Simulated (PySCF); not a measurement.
An element was calculated at r2SCAN (PySCF 2.14, spin-free X2C, a quadruple-zeta basis, no spin-orbit coupling), in the ground configurations that NIST lists.

- electron affinity: 1.527 eV
- first ionisation energy: 8.312 eV
- second ionisation energy: 16.526 eV
- third ionisation energy: 32.935 eV

Problem. Which element is it?

Solution. Silicon (Si, Z = 14), in aug-cc-pVQZ-DK. NIST lists 8.152, 16.346, 33.493 eV for these ionisation energies.
